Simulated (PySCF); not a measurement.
**BH: energy against distance**

Set-up: basis B 6-31G(d,p), H 6-31G(d,p); no relativity; PySCF 2.14. Energies in eV from B + H in their ground configurations at the same level. State: ¹Σ⁺ (singlet), closed shell.

All columns are PBE0. A positive dipole means B(−)H(+).

| R (Å) | E (eV) | μ (D) | Mulliken charge on B (basis-dependent) | HOMO (eV) | LUMO (eV) | Mayer bond order | ⟨S²⟩ |
| --- | --- | --- | --- | --- | --- | --- | --- |
| 1.076 | -3.137 | 1.77 | 0.04 | -6.05 | -1.73 | 0.89 | 0.00 |
| 1.126 | -3.340 | 1.65 | 0.05 | -6.12 | -1.76 | 0.90 | 0.00 |
| 1.176 | -3.458 | 1.51 | 0.06 | -6.19 | -1.79 | 0.91 | 0.00 |
| 1.214 | -3.502 | 1.41 | 0.06 | -6.25 | -1.81 | 0.92 | 0.00 |
| 1.251 | -3.515 | 1.30 | 0.07 | -6.30 | -1.84 | 0.92 | 0.00 |
| 1.288 | -3.503 | 1.19 | 0.08 | -6.35 | -1.87 | 0.93 | 0.00 |
| 1.339 | -3.454 | 1.04 | 0.09 | -6.42 | -1.91 | 0.93 | 0.00 |
| 1.401 | -3.354 | 0.84 | 0.10 | -6.50 | -1.96 | 0.94 | 0.00 |
| 1.476 | -3.191 | 0.60 | 0.11 | -6.58 | -2.03 | 0.95 | 0.00 |
| 1.576 | -2.930 | 0.28 | 0.13 | -6.65 | -2.13 | 0.95 | 0.00 |

A fit through these points gives, at Re = 1.250 Å, μ = 1.30 D and dμ/dR = -2.93 D/Å; the reduced mass is 0.9233 u.

How strong is the fundamental in the double-harmonic approximation, I = 42.26·(dμ/dR)²/μred km/mol?

I = 42.26·(-2.93)²/0.9233 = 393 km/mol at PBE0.
